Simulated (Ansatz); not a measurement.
Geometry optimisation, RKS PBE/6-31G in Ansatz.

input.yaml

```yaml
crystal:
  periodic: [false, false, false]
  atoms:
    - { symbol: C, position_ang: [0.2261, 1.1824, -0.9744] }
    - { symbol: "N", position_ang: [0.3258, -0.0447, -0.829] }
    - { symbol: C, position_ang: [-0.0601, -0.5829, 0.3401] }
    - { symbol: "N", position_ang: [-0.0888, -1.8343, 0.4873] }
    - { symbol: O, position_ang: [-0.2216, 0.2002, 1.3886] }
    - { symbol: H, position_ang: [-0.2358, 1.9283, -0.227] }
    - { symbol: H, position_ang: [0.4956, 1.6902, -1.9398] }
    - { symbol: H, position_ang: [0.0889, -2.2124, -0.4444] }
    - { symbol: H, position_ang: [-0.4415, -0.3731, 2.1814] }
basis:
  gaussian: { orbitals: "6-31G" }
hamiltonian:
  xc: pbe
relax:
  f_tol: 0.02
  max_steps: 40
scf:
  lower_state_search: "off"
```

Command:

```bash
$ ansatz run input.yaml --threads 1 --pin off --max-ram 2048MiB --backend cpu --events-out ev --progress --plain --runs-dir out
```

**Question.** Where does it end, and by what steps?

**Answer.** It converged. Limits of this set-up: no polarisation functions. After 8 steps the energy has fallen by 0.636 eV; H8 moved furthest, 0.23 Å.

| step | energy less start (eV) | largest force component (eV/Å) | accepted |
| --- | --- | --- | --- |
| 0 | 0.0000 | 5.891 | yes |
| 1 | -0.5155 | 1.982 | yes |
| 2 | -0.4067 | 2.583 | no |
| 3 | -0.6194 | 0.317 | yes |
| 4 | -0.5962 | 0.573 | no |
| 5 | -0.6330 | 0.088 | yes |
| 6 | -0.6347 | 0.115 | yes |
| 7 | -0.6354 | 0.028 | yes |
| 8 | -0.6355 | 0.015 | yes |

```xyz
9
Properties=species:S:1:pos:R:3
C 0.205 1.301 -1.002
N 0.231 0.006 -0.920
C -0.046 -0.630 0.323
N -0.056 -1.907 0.504
O -0.318 0.222 1.388
H -0.023 1.967 -0.156
H 0.424 1.756 -1.975
H 0.163 -2.421 -0.365
H -0.492 -0.339 2.185
```

Whether the end is a true minimum wasn't checked by a vibrational analysis.

The run took 16 s on 1 thread of Intel(R) Xeon(R) Platinum 8488C (Sapphire Rapids) (shared host), peak memory 0.13 GiB.
